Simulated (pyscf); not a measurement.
Atom transfer: F–C•(F)–F (SMILES F[C](F)F) + HCl (SMILES Cl) → F–C(F)(F)–Cl (SMILES FC(F)(F)Cl) + H• (SMILES [H])

Gas phase, doublet surface, charge 0. Bonds broken: Cl5–H6. Bonds formed: C2–Cl5. Single points on ωB97X-D3(BJ)/def2-SVP structures (PySCF, gas phase).

Transition state (Å):

```xyz
6

F      1.4017    -0.0374    -1.3176
C      0.5242     0.6328    -0.5991
F      1.0994     1.6777    -0.0401
F     -0.4817     1.0194    -1.3566
Cl    -0.1555    -0.5239     0.7945
H     -0.7328    -1.4944     1.9704
```

One imaginary mode, 1104i cm⁻¹; descent along it reached the two sides named.

```
bond    change  reactant side (Å)  saddle  product side
------  ------  -----------------  ------  ------------
Cl5–H6  breaks              1.284   1.630           3.6
C2–Cl5   forms                3.3   1.934         1.756
```

Electronic energies relative to the separated reactants (kcal/mol):

```csv
level,barrier,reaction energy,reverse barrier
ωB97X-D3(BJ)/def2-TZVP,29.4,+17.5,11.8
PBE/def2-TZVP,20.6,+17.7,2.9
r²SCAN/def2-TZVP,22.3,+19.8,2.5
B3LYP-D3(BJ)/def2-TZVP,26.2,+21.8,4.5
PBE0-D3(BJ)/def2-TZVP,24.4,+17.5,6.9
M06-2X/def2-TZVP,27.9,+17.0,10.9
ωB97M-D3(BJ)/def2-TZVP,28.9,+17.3,11.6
HF/def2-TZVP,45.2,+22.9,22.3
```

With ωB97M-D3(BJ)/def2-TZVP energies and thermal terms (ideal gas, 1 atm, RRHO with modes under 100 cm⁻¹ raised to 100, one conformer, R ln 2 for chiral ones without a mode under 150 cm⁻¹), in kcal/mol:

```
T (K)   ΔH‡   ΔG‡     ΔH     ΔG
-----  ----  ----  -----  -----
298    26.1  36.1  +14.9  +18.6
600    26.7  46.1  +15.7  +22.0
900    27.4  55.6  +16.7  +24.9
1200   28.1  64.8  +17.7  +27.5
```

One saddle was located; it need not be the lowest between these sides. The angle at the transferred Cl is 180°.
